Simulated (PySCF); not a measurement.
A structure optimised at ωB97X-D3(BJ)/def2-TZVP, used in a PySCF frequency run:

```
S
O 1 1.4296
O 1 1.4296 2 118.84
```
Charge 0, spin multiplicity 1.

Task: Write its SMILES, formula and point group.

Result: O=S=O, O2S, C2v

Task: What are its rotational constants (standard atomic weights)?

Result: 59.656, 10.426, 8.8750 GHz
